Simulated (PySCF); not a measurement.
Homolysis of single bonds, series B SiH3-H. All species are isolated molecules in the gas phase. Strings in code marks are SMILES.

Computed with M06-2X/def2-TZVP run with PySCF. All candidates: neutral, multiplicity 2. 

| Quantity | Result |
|---|---|
| dipole moment | 0.17 D |
| highest occupied spin orbital | -7.19 eV |

**Question.** Which member has these values?
(A) `[SiH3]`
(B) `[BH][SiH3]`
(C) `[SiH3][B][SiH3]`

**Answer.** A, `[SiH3]`. The others give `[SiH3][B][SiH3]`: 0.21 D, -6.41 eV; `[BH][SiH3]`: 0.45 D, -6.72 eV
